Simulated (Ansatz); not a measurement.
## H2S (hydrogen sulfide): from total energies to a heat of formation

H2S has 3 atoms, charge 0, and is taken as a singlet. SMILES: `S`. Geometry: relaxed at PBE0-D4/def2-TZVP.

```xyz
3

S     0.4955   -0.2806    0.2439
H     0.0979    0.9977    0.1624
H    -0.5934   -0.7171   -0.4063
```

Total energies at MP2/aug-cc-pVTZ, 5 core orbitals frozen (Ansatz 0.2.0); the atoms run unrestricted:

| species | state | energy (Eh) |
| --- | --- | --- |
| H2S | singlet | -398.908793 |
| S | triplet | -397.628326 |
| H | doublet | -0.499821 |

Harmonic wavenumbers at PBE0-D4/def2-TZVP, in cm⁻¹: 1209, 2725, 2740.

Measured heats of formation of the gaseous atoms at 298.15 K, in kJ/mol: S 277.0, H 218.0. Spin-orbit lowering of the atoms at 298 K (mean of the ground term's levels less their thermal mean, from spectra), in kJ/mol: S 1.88. Take 1 Eh = 2625.50 kJ/mol, 1 cm⁻¹ = 0.0119627 kJ/mol, RT = 2.479 kJ/mol.

**Question.** Work out the heat of formation of the gas at 298 K.

**Answer.** 
1. Electronic atomisation energy: (-397.628326) + 2 × (-0.499821) − (-398.908793) = 0.280825 Eh = 737.3 kJ/mol.
2. Zero-point energy: half the sum of the wavenumbers, 3337 cm⁻¹ = 39.9 kJ/mol.
3. Thermal vibrational enthalpy, Σ hcν̃/(exp(hcν̃/kT) − 1): 0.0 kJ/mol. Translation, rotation and pV of a non-linear molecule: 4 RT = 9.9 kJ/mol.
4. The 3 free atoms carry 5/2 RT each: 18.6 kJ/mol.
5. Spin-orbit coupling lowers the free atoms by 1.88 = 1.9 kJ/mol.
6. Atomisation enthalpy at 298 K: 737.3 − 1.9 − 39.9 − 0.0 − 9.9 + 18.6 = 704.2 kJ/mol.
7. Sum of the atoms' heats of formation: 713.0 kJ/mol. Heat of formation: 713.0 − 704.2 = +8.8 kJ/mol.

The tabulated value is -20.5 kJ/mol (NIST-JANAF tables), so this level is off by +29.3 kJ/mol, or 4.0 % of the atomisation enthalpy. Perturbation theory converges slowly with the basis for atomisation. Anharmonicity and any spin-orbit splitting of the molecule are left out, and so is core correlation.
